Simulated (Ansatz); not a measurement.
# AlH3O (AlH2(OH)): RPA@PBE/STO-3G

Aim: the vertical ionisation energy of AlH3O (AlH2(OH)) at RPA@PBE/STO-3G, from 2 runs. 

The calculation is run with Ansatz 0.2.0.

56 further runs of the same task are left out: 56 set aside as unsound or not needed.

### Step 1. The molecule

The species is AlH3O (5 atoms), meant as a singlet with charge 0. As SMILES, `[H][Al]([H])[OH]`. The shape comes from GFN2-xTB, which is rough for such elements, and wasn't checked as a minimum.

Bond lengths: Al1–O4 1.636 Å, Al1–H2 1.532 Å, Al1–H3 1.531 Å, O4–H5 0.949 Å. Angles: Al1–O4–H5 179.6°, H2–Al1–O4 120.0°, H3–Al1–O4 120.0°, H2–Al1–H3 120.0°.

### Step 2. The energy at RPA@PBE/STO-3G

File in.yaml:

```yaml
crystal:
  periodic: [false, false, false]
  atoms:
    - {symbol: Al, position_ang: [0.271770, 0.451120, -0.109270]}
    - {symbol: H, position_ang: [1.798980, 0.417230, -0.221380]}
    - {symbol: H, position_ang: [-0.481020, 1.769010, -0.311810]}
    - {symbol: O, position_ang: [-0.555450, -0.920030, 0.226660]}
    - {symbol: H, position_ang: [-1.034280, -1.717330, 0.415800]}
basis:
  gaussian:
    orbitals: STO-3G
hamiltonian:
  xc: {name: PBE}
correlation:
  method: rpa
  frozen_orbitals: {Al: 5, H: 0, O: 1}
accuracy: high
```

The run is started by

```sh
$ ansatz run in.yaml --threads 1 --pin off --max-ram 2610MiB --events-out events.jsonl --progress --plain --runs-dir runs
```

The program printed:

```text
Warning: RAYON_NUM_THREADS=1 ignored (pool sized by the plan → 1); use --threads N
Functional definition: PBE
  name "PBE"
  parameter kappa = 0.804
  parameter beta = 0.06672455060314922
  exchange = pbe_x(kappa = kappa, mu = beta*pi^2/3)
  correlation = pbe_c(beta = beta)
288 factors; integrals over basis functions are off by at most 2.9e-8 eV
mean field evaluation 1: about -8574.6521 eV, gradient 2.9e1 eV
mean field evaluation 2: about -8574.6189 eV, gradient 2.9e1 eV
mean field evaluation 4: about -8577.1430 eV, gradient 7.1e0 eV
mean field evaluation 8: about -8577.3515 eV, gradient 6.6e-2 eV
mean field evaluation 16: about -8577.3515 eV, gradient 4.7e-8 eV
mean field -8577.35151421 eV, -315.2118542096 hartree, gradient 4.8e-8 eV, S^2 0.000000; 0 other end points of the search recorded, 0 dependent functions left out
6 core orbitals not correlated: weight in the atoms' cores, before any rotation towards them, 0.999 or more for the frozen orbitals, at most 0.000 for the correlated occupied ones
reference -8559.65409247 eV, -314.5614859565 hartree; 6, 6 occupied and 5, 5 virtual orbitals, 288 factors
Total energy: -8563.85535861 eV, -314.7158796394 hartree
```

Run time: 1.9 s. Hardware: 1 thread of Intel Xeon Platinum 8259CL at 2.50GHz (Skylake/Cascade Lake), shared host; peak memory 0.11 GiB.

### Step 3. The doublet cation at the same level

File input.yaml:

```yaml
basis:
  gaussian:
    orbitals: STO-3G
crystal:
  periodic: [false, false, false]
  atoms:
    - {symbol: Al, position_ang: [0.271770, 0.451120, -0.109270]}
    - {symbol: H, position_ang: [1.798980, 0.417230, -0.221380]}
    - {symbol: H, position_ang: [-0.481020, 1.769010, -0.311810]}
    - {symbol: O, position_ang: [-0.555450, -0.920030, 0.226660]}
    - {symbol: H, position_ang: [-1.034280, -1.717330, 0.415800]}
total_charge: 1
magnetization:
  spin_polarized: true
  initial_magnetization: 1
hamiltonian:
  xc: pbe
correlation:
  method: rpa
  frozen_orbitals: {Al: 5, H: 0, O: 1}
accuracy: high
```

The run is started by

```sh
$ ansatz run input.yaml --threads 1 --pin off --max-ram 2610MiB --events-out events.jsonl --progress --plain --runs-dir runs
```

The program printed, cut to the lines that bear on the results:

```text
Warning: RAYON_NUM_THREADS=1 ignored (pool sized by the plan → 1); use --threads N
Functional definition: PBE
  name "PBE"
[...]
287 factors; integrals over basis functions are off by at most 2.9e-8 eV
[...]
mean field -8570.91223223 eV, -314.9752149614 hartree, gradient 9.0e-8 eV, S^2 0.753964; 1 other end points of the search recorded, 0 dependent functions left out
6 core orbitals not correlated: weight in the atoms' cores, before any rotation towards them, 0.999 or more for the frozen orbitals, at most 0.000 for the correlated occupied ones
reference -8553.23855598 eV, -314.3257193388 hartree; 6, 5 occupied and 5, 6 virtual orbitals, 287 factors
Total energy: -8558.43989714 eV, -314.5168651009 hartree
```

Run time: 3.9 s. Hardware: 1 thread of Intel Xeon Platinum 8259CL at 2.50GHz (Skylake/Cascade Lake), shared host; peak memory 0.15 GiB.

### Step 4. Outcome

At RPA@PBE/STO-3G, 6 core orbitals frozen:

```
                                          quantity          value
                       singlet AlH3O: total energy  -314.71588 Eh
   singlet AlH3O: RPA correlation energy (valence)     -154.4 mEh
                      doublet cation: total energy  -314.51687 Eh
  doublet cation: RPA correlation energy (valence)     -191.1 mEh
 doublet cation: ⟨S²⟩ of the reference determinant          0.754
vertical ionisation energy (to the doublet cation)       5.415 eV
```

The vertical ionisation energy comes to 5.42 eV (523 kJ/mol). In a minimal basis such a difference can be off by several eV, whatever the method.
